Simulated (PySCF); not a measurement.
Gas-phase XPS of `CP(CP)CP`, computed

Species: C3H11P3.
Numbering: `[CH3:1][P:2]([CH2:3][PH2:4])[CH2:5][PH2:6]`

Computed, not measured: PySCF, delta-SCF UKS SCAN, pcX-2 on the ionised atom, pcseg-1 elsewhere, spin-free X2C. Vertical ΔSCF values, vacuum level as zero.

Problem. List the computed XPS lines with their assignment.

Solution. 
| atom(s) | bonded to | level | binding energy (eV) | 2p1/2 (eV) | above the level's lowest (eV) | count |
| --- | --- | --- | --- | --- | --- | --- |
| P4/P6 | C and 2 H | P 2p3/2 | 136.44 | 137.34 | 0.00 | 2 |
| C1 | 3 H and P | C 1s | 290.40 | – | 0.00 | 1 |
| C3/C5 | 2 H and 2 P | C 1s | 290.47 | – | +0.07 | 2 |
| P2 | 3 C | P 1s | 2149.64 | – | 0.00 | 1 |
| P4/P6 | C and 2 H | P 1s | 2150.03 | – | +0.39 | 2 |

The 2 C 1s values lie within 0.07 eV of each other; Gaussian lines of 0.5 eV full width would blend them into one maximum.

The listed P 1s values span 0.39 eV, from P2 (bonded to 3 C) to P4/P6 (bonded to C and 2 H). Summing the Pauling electronegativity differences to the bonded atoms, each weighted by its formal bond order, gives +1.08 for the lowest site and +0.38 for the highest; the largest sum, +1.08, belongs to P2, 0.39 eV below the top. The smallest sum, +0.38, belongs to P4/P6, 0.39 eV above the lowest.

Problem. Express the binding energy of P 1s of P2 in atomic units and per mole.

Solution. 2149.64 eV = 78.9978 Eh = 207409 kJ/mol.

Topologically equivalent atoms share the value of their first member; where this conformer doesn't relate them by symmetry, their own values could differ. The list is incomplete; no value stands for P 2p of P2. 2p3/2 and 2p1/2 are the ΔSCF energy of one spin-free 2p hole plus the eigenvalues of a spin–orbit and ligand-field matrix of the shell. 2p1/2 minus 2p3/2 (ligand field included): P 0.89 eV. Geometry: PBE0-D3(BJ)/def2-SVP, one conformer, isolated molecule.

Conformer computed: `[CH3:1][P:2]([CH2:3][PH2:4])[CH2:5][PH2:6]`: C1–P2–C3–P4 73°, C1–P2–C5–P6 -72°, H–P4–C3–P2 -56°, H–P4–C3–P2 38°, H–P6–C5–P2 -164°, H–P6–C5–P2 -70°.
